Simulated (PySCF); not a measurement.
Compound: C2H3O3 (charge -1).
Z-matrix (Å and degrees, GFN2-xTB geometry), rows numbered from 1:
```
C 
O   1  1.3886
C   2  1.4811  1  115.39
O   3  1.2215  2  115.36  1    -1.08
O   3  1.2178  2  111.74  1   179.09
H   1  1.1008  2  111.63  3   -75.51
H   1  1.0955  2  107.74  3   164.79
H   1  1.0974  2  111.23  3    44.63
```

Method used: delta-SCF UKS SCAN, pcX-2 on the ionised atom, pcseg-1 elsewhere, spin-free X2C in PySCF 2.14.0. The ground state was rerun for each ionised atom, in the same mixed basis as its hole state.

```tsv
ionised atom	basis functions	E(ionised) (Eh)	binding energy (eV)
C1	116	-293.23059	287.386
C3	116	-293.18299	288.872
O2	116	-284.24308	532.688
O4	116	-284.29539	531.211
```

Q: Fill in the total energy of each ground state.

A: With binding energy = E(ionised) − E(ground) and 27.2114 eV a hartree:

```
atom  binding energy (Eh)  E(ground) (Eh)
  C1              10.5612       -303.7918
  C3              10.6158       -303.7988
  O2              19.5759       -303.8190
  O4              19.5217       -303.8170
```

Q: How much do the ground-state energies differ, and what would follow from using one of them for all holes?

A: They run from -303.8190 Eh (core basis on O2) to -303.7918 Eh (on C1), 0.0272 Eh or 0.74 eV apart, for one and the same state in different bases and grids. Pairing the ion of C1 with the ground state of O2 would put its binding energy 0.74 eV too high.

The listed C 1s values span 1.48 eV, from C1 (bonded to O and 3 H) to C3 (bonded to 3 O). Summing the Pauling electronegativity differences to the bonded atoms, each weighted by its formal bond order, gives -0.16 for the lowest site and +3.56 for the highest.

Only 1s holes are shown. One atom of each set of topologically equivalent atoms was ionised and stands for the set; in this conformer not all members are related by symmetry, and their own values weren't computed. The species carries charge -1, so core ionisation leaves a neutral species. The basis sets have no added diffuse functions. One conformer (not necessarily the lowest) at the GFN2-xTB geometry, without solvent, vibrations or thermal averaging.

On x86-64 server, one thread, no GPU (shared host), this took 10 s of wall time.
